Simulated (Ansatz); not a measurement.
Base system: GaSb in the zinc blende structure (space group F-43m, No. 216; a = 6.2135 Å).

The values are results of PBE (Ansatz, a program for electronic structure; PAW; 420 eV plane waves; without spin-orbit coupling), not measurements.

It is then changed as follows: every Sb is replaced by P, then cell and atoms are relaxed.

Measured lattice parameter a: GaSb 6.0959 Å (room temperature; as listed in I. Vurgaftman, J. R. Meyer, L. R. Ram-Mohan, Journal of Applied Physics (2001)); GaP 5.439 Å (static lattice; corrected from measurement; as listed in Daniel Mejia-Rodriguez, S. B. Trickey, Phys. Rev. B (2018)).

How well does PBE reproduce the measured shift?

With PBE the lattice parameter a moves by -0.707 Å (6.214 → 5.506) against -0.657 Å measured. The two measured values stand on different bases (one corrected, one not), which blurs small differences.

With Sb present, leaving out spin-orbit coupling can change the band edges. Whether these cells are dynamically stable was not tested. The final runs are not spin-polarised.
